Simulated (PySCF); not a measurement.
# S2O (Disulfur monoxide) at BP86/cc-pCVTZ

Aim: the vertical ionisation energy of S2O (Disulfur monoxide) at BP86/cc-pCVTZ, from 2 runs. The job is set up through a Python script.

Program for the calculation: PySCF 2.14.0.

### Step 1. The system as given

S2O has 3 atoms, charge 0, and is taken as a singlet. As SMILES, `O=S=S`. The coordinates come from a GFN2-xTB relaxation.

Bond lengths: O1–S2 1.448 Å, S2–S3 1.909 Å. Angles: O1–S2–S3 114.6°.

### Step 2. The energy at BP86/cc-pCVTZ

The input, calc.py:

```python
from pyscf import gto, dft

mol = gto.M(
    atom=[
    ('O', (0.431370, 1.195520, 0.483120)),
    ('S', (0.559470, -0.210460, 0.159300)),
    ('S', (-0.990830, -0.985060, -0.642420)),
],
    max_memory=1860,
    verbose=4,
    basis='cc-pcvtz',
)

mf = dft.RKS(mol, xc='bp86')
mf.conv_tol = 1e-10
mf.grids.level = 4
mf.kernel()
if not mf.converged:
    mf = mf.newton().run(mf.mo_coeff, mf.mo_occ)

etot = mf.e_tot
print('Final energy', etot)
```

Started as:

```bash
$ OMP_NUM_THREADS=1 python calc.py
```

The program printed:

```text
PySCF version 2.14.0

[INPUT] num. atoms = 3
[INPUT] num. electrons = 40
[INPUT] charge = 0
[INPUT] spin (= nelec alpha-beta = 2S) = 0
[INPUT] symmetry False subgroup None
[INPUT] Mole.unit = angstrom
[INPUT] Symbol           X                Y                Z      unit          X                Y                Z       unit  Magmom
[INPUT]  1 O      0.431370000000   1.195520000000   0.483120000000 AA    0.815171158354   2.259205376440   0.912964485300 Bohr   0.0
[INPUT]  2 S      0.559470000000  -0.210460000000   0.159300000000 AA    1.057245074910  -0.397711760176   0.301033371643 Bohr   0.0
[INPUT]  3 S     -0.990830000000  -0.985060000000  -0.642420000000 AA   -1.872397336003  -1.861493616264  -1.213997856943 Bohr   0.0

nuclear repulsion = 141.589658092164
number of shells = 46
number of NR pGTOs = 223
number of NR cGTOs = 161
basis = cc-pcvtz
ecp = {}

******** <class 'pyscf.dft.rks.RKS'> ********
method = RKS
initial guess = minao
damping factor = 0
level_shift factor = 0
DIIS = <class 'pyscf.scf.diis.CDIIS'>
diis_start_cycle = 1
diis_space = 8
diis_damp = 0
SCF conv_tol = 1e-10
SCF conv_tol_grad = None
SCF max_cycles = 50
direct_scf = True
direct_scf_tol = 1e-13
XC library pyscf.dft.libxc version 7.0.0
    S. Lehtola, C. Steigemann, M. J.T. Oliveira, and M. A.L. Marques.,  SoftwareX 7, 1–5 (2018)
XC functionals = bp86
    A. D. Becke.,  Phys. Rev. A 38, 3098 (1988)
    J. P. Perdew.,  Phys. Rev. B 33, 8822 (1986)
radial grids:
    Treutler-Ahlrichs [JCP 102, 346 (1995); DOI:10.1063/1.469408] (M4) radial grids

becke partition: Becke, JCP 88, 2547 (1988); DOI:10.1063/1.454033
pruning grids: <function nwchem_prune>
grids dens level: 4
symmetrized grids: False
atomic radii adjust function: <function treutler_atomic_radii_adjust>
small_rho_cutoff = 0
Set gradient conv threshold to 1e-05
Initial guess from minao.
tot grids = 85640
init E= -872.268757026497
  HOMO = -0.285330815546348  LUMO = -0.188794688997399  gap/eV = 2.62688
cycle= 1 E= -871.602982837517  delta_E= 0.666  |g|= 0.931  |ddm|= 1.93
  HOMO = -0.143206859494923  LUMO = -0.070641270980858  gap/eV = 1.97461
cycle= 2 E= -868.975014503443  delta_E= 2.63  |g|= 3.25  |ddm|= 2.68
  HOMO = -0.208251176128524  LUMO = -0.158701545555721  gap/eV = 1.34831
cycle= 3 E= -871.505902606503  delta_E= -2.53  |g|= 0.872  |ddm|= 2.71
  HOMO = -0.253026393903352  LUMO = -0.158308747802984  gap/eV = 2.57740
cycle= 4 E= -871.697632592739  delta_E= -0.192  |g|= 0.448  |ddm|= 1.04
  HOMO = -0.260880679732356  LUMO = -0.182765823613123  gap/eV = 2.12561
cycle= 5 E= -871.755021374806  delta_E= -0.0574  |g|= 0.132  |ddm|=  0.4
  HOMO = -0.253132702133106  LUMO = -0.175643574382018  gap/eV = 2.10859
cycle= 6 E= -871.758704207423  delta_E= -0.00368  |g|= 0.0472  |ddm|= 0.0916
  HOMO = -0.253727393466798  LUMO = -0.176677646804008  gap/eV = 2.09663
cycle= 7 E= -871.759219449849  delta_E= -0.000515  |g|= 0.00799  |ddm|= 0.0289
  HOMO = -0.253868143805122  LUMO = -0.17687722918962  gap/eV = 2.09503
cycle= 8 E= -871.759228771841  delta_E= -9.32e-06  |g|= 0.00263  |ddm|= 0.00469
  HOMO = -0.253975442750578  LUMO = -0.176942969602679  gap/eV = 2.09616
cycle= 9 E= -871.759229752384  delta_E= -9.81e-07  |g|= 0.00137  |ddm|= 0.00154
  HOMO = -0.25392178589628  LUMO = -0.176915000129747  gap/eV = 2.09546
cycle= 10 E= -871.759230215994  delta_E= -4.64e-07  |g|= 0.000345  |ddm|= 0.000766
  HOMO = -0.253920478172679  LUMO = -0.176925061829373  gap/eV = 2.09515
cycle= 11 E= -871.759230247759  delta_E= -3.18e-08  |g|= 6.54e-05  |ddm|= 0.000225
  HOMO = -0.253917636858313  LUMO = -0.176926000092523  gap/eV = 2.09505
cycle= 12 E= -871.759230248928  delta_E= -1.17e-09  |g|= 9.16e-06  |ddm|= 5.25e-05
  HOMO = -0.253918054171912  LUMO = -0.176926142889568  gap/eV = 2.09506
cycle= 13 E= -871.759230248947  delta_E= -1.93e-11  |g|= 1.27e-06  |ddm|= 5.54e-06
  HOMO = -0.253918120936105  LUMO = -0.176925975938823  gap/eV = 2.09506
Extra cycle  E= -871.759230248944  delta_E= 3.41e-12  |g|= 3.82e-06  |ddm|= 3.81e-06
converged SCF energy = -871.759230248944
Final energy -871.7592302489438
```

Wall time 36 s (1 thread of Arm Neoverse V1, shared host); peak memory 1.2 GiB.

### Step 3. The doublet cation

The input, input.py:

```python
from pyscf import gto, dft

system = gto.M(
    atom='''
O        0.431370       1.195520       0.483120
S        0.559470      -0.210460       0.159300
S       -0.990830      -0.985060      -0.642420
''',
    charge=1,
    max_memory=1860,
    spin=1,
    verbose=4,
    basis='cc-pcvtz',
)

myscf = dft.UKS(system, xc='bp86')
myscf.conv_tol = 1e-10
myscf.grids.level = 4
myscf.kernel()
if not myscf.converged:
    myscf = myscf.newton().run(myscf.mo_coeff, myscf.mo_occ)

energy = myscf.e_tot
print(f'total energy: {energy:.8f} hartree')
```

Started as:

```bash
$ OMP_NUM_THREADS=1 python input.py
```

The program printed:

```text
PySCF version 2.14.0

[INPUT] num. atoms = 3
[INPUT] num. electrons = 39
[INPUT] charge = 1
[INPUT] spin (= nelec alpha-beta = 2S) = 1
[INPUT] symmetry False subgroup None
[INPUT] Mole.unit = angstrom
[INPUT] Symbol           X                Y                Z      unit          X                Y                Z       unit  Magmom
[INPUT]  1 O      0.431370000000   1.195520000000   0.483120000000 AA    0.815171158354   2.259205376440   0.912964485300 Bohr   0.0
[INPUT]  2 S      0.559470000000  -0.210460000000   0.159300000000 AA    1.057245074910  -0.397711760176   0.301033371643 Bohr   0.0
[INPUT]  3 S     -0.990830000000  -0.985060000000  -0.642420000000 AA   -1.872397336003  -1.861493616264  -1.213997856943 Bohr   0.0

nuclear repulsion = 141.589658092164
number of shells = 46
number of NR pGTOs = 223
number of NR cGTOs = 161
basis = cc-pcvtz
ecp = {}

******** <class 'pyscf.dft.uks.UKS'> ********
method = UKS
initial guess = minao
damping factor = 0
level_shift factor = 0
DIIS = <class 'pyscf.scf.diis.CDIIS'>
diis_start_cycle = 1
diis_space = 8
diis_damp = 0
SCF conv_tol = 1e-10
SCF conv_tol_grad = None
SCF max_cycles = 50
direct_scf = True
direct_scf_tol = 1e-13
number electrons alpha = 20  beta = 19
XC library pyscf.dft.libxc version 7.0.0
    S. Lehtola, C. Steigemann, M. J.T. Oliveira, and M. A.L. Marques.,  SoftwareX 7, 1–5 (2018)
XC functionals = bp86
    A. D. Becke.,  Phys. Rev. A 38, 3098 (1988)
    J. P. Perdew.,  Phys. Rev. B 33, 8822 (1986)
radial grids:
    Treutler-Ahlrichs [JCP 102, 346 (1995); DOI:10.1063/1.469408] (M4) radial grids

becke partition: Becke, JCP 88, 2547 (1988); DOI:10.1063/1.454033
pruning grids: <function nwchem_prune>
grids dens level: 4
symmetrized grids: False
atomic radii adjust function: <function treutler_atomic_radii_adjust>
small_rho_cutoff = 0
Set gradient conv threshold to 1e-05
tot grids = 85640
init E= -872.268757026497
[... the frontier-level lines of each cycle are left out ...]


cycle= 1 E= -871.170784351002  delta_E=  1.1  |g|= 0.702  |ddm|= 1.38
cycle= 2 E= -866.536545958425  delta_E= 4.63  |g|= 2.68  |ddm|= 1.87
cycle= 3 E= -871.248202838312  delta_E= -4.71  |g|= 0.443  |ddm|= 1.73
cycle= 4 E= -870.912759791166  delta_E= 0.335  |g|= 0.834  |ddm|= 1.02
cycle= 5 E= -871.369873568457  delta_E= -0.457  |g|= 0.101  |ddm|= 0.852
cycle= 6 E= -871.3730347221  delta_E= -0.00316  |g|= 0.0496  |ddm|= 0.0935
cycle= 7 E= -871.374276725283  delta_E= -0.00124  |g|= 0.0145  |ddm|= 0.0597
cycle= 8 E= -871.37439146013  delta_E= -0.000115  |g|= 0.00472  |ddm|= 0.0102
cycle= 9 E= -871.374402596346  delta_E= -1.11e-05  |g|= 0.00223  |ddm|= 0.0046
cycle= 10 E= -871.37440441326  delta_E= -1.82e-06  |g|= 0.00171  |ddm|= 0.00232
cycle= 11 E= -871.374406140061  delta_E= -1.73e-06  |g|= 0.0007  |ddm|= 0.00184
cycle= 12 E= -871.37440641203  delta_E= -2.72e-07  |g|= 0.00041  |ddm|= 0.0012
cycle= 13 E= -871.374406534123  delta_E= -1.22e-07  |g|= 3.88e-05  |ddm|= 0.000358
cycle= 14 E= -871.374406535377  delta_E= -1.25e-09  |g|= 4.68e-05  |ddm|= 0.00011
cycle= 15 E= -871.374406536734  delta_E= -1.36e-09  |g|= 5.73e-06  |ddm|= 5.51e-05
cycle= 16 E= -871.374406536745  delta_E= -1.02e-11  |g|= 5.08e-06  |ddm|= 9.24e-06
Extra cycle  E= -871.374406536415  delta_E= 3.3e-10  |g|= 2.57e-05  |ddm|= 2.02e-05
converged SCF energy = -871.374406536415  <S^2> = 0.75711131  2S+1 = 2.0070987
total energy: -871.37440654 hartree
```

It took 54 s on 1 thread of Arm Neoverse V1, shared host; peak memory 1.2 GiB.

### Step 4. Outcome

At BP86/cc-pCVTZ:

```
                                          quantity          value
                         singlet S2O: total energy  -871.75923 Eh
                        singlet S2O: dipole moment         1.31 D
                          singlet S2O: HOMO energy       -6.91 eV
                          singlet S2O: LUMO energy       -4.81 eV
                        singlet S2O: HOMO–LUMO gap        2.10 eV
                      doublet cation: total energy  -871.37441 Eh
doublet cation: HOMO energy (highest over α and β)      -14.58 eV
 doublet cation: LUMO energy (lowest over α and β)      -13.98 eV
                              doublet cation: ⟨S²⟩          0.757
vertical ionisation energy (to the doublet cation)      10.472 eV
```

**Reading.** Removing an electron at fixed nuclei costs 10.47 eV (241 kcal/mol). −ε(HOMO) before ionisation, 6.91 eV, is 3.56 eV below this ionisation energy. Mulliken charges (singlet S2O) run from -0.30 on O1 to +0.44 on S2; they depend strongly on the basis.
